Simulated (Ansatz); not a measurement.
**Strength of the C–C bond: C3H5N → CH3 + C2H2N**

Species: C3H5N (propanenitrile) `CCC#N`, singlet; CH3 (methyl radical) `[CH3]`, doublet; C2H2N `[CH2]C#N`, doublet. 

Shapes, held fixed at every level: PBE0-D4/def2-TZVP. Programs: Ansatz 0.2.0. The zero-point and thermal change to 298 K, harmonic and unscaled (PBE0-D4/def2-TZVP), is -27.9 kJ/mol.

Task: Estimate ΔH(298 K) of this reaction.

Result: B2PLYP/def2-TZVPP gives ΔH(298 K) = +334.2 kJ/mol; the levels span +213.4 to +352.5. The median of the levels is +335.8. Hartree–Fock misses the correlation of the pair that is broken and comes out low. No measured value is set beside it here. Spin contamination: C2H2N (⟨S²⟩ up to 0.93). Open shells run unrestricted unless RO is named.

| level | kind | ΔH(298 K) (kJ/mol) |
| --- | --- | --- |
| HF/def2-TZVPP | Hartree–Fock | +213.4 |
| PBE-D4/def2-TZVPP | GGA | +337.8 |
| r2SCAN-D4/def2-TZVPP | meta-GGA | +306.8 |
| B3LYP-D4/def2-TZVPP | global hybrid | +322.6 |
| PBE0-D4/def2-TZVPP | global hybrid | +337.3 |
| wB97M-V/def2-TZVPP | range-separated hybrid | +351.1 |
| wB97X-V/def2-TZVPP | range-separated hybrid | +352.5 |
| B2PLYP/def2-TZVPP | double hybrid | +334.2 |
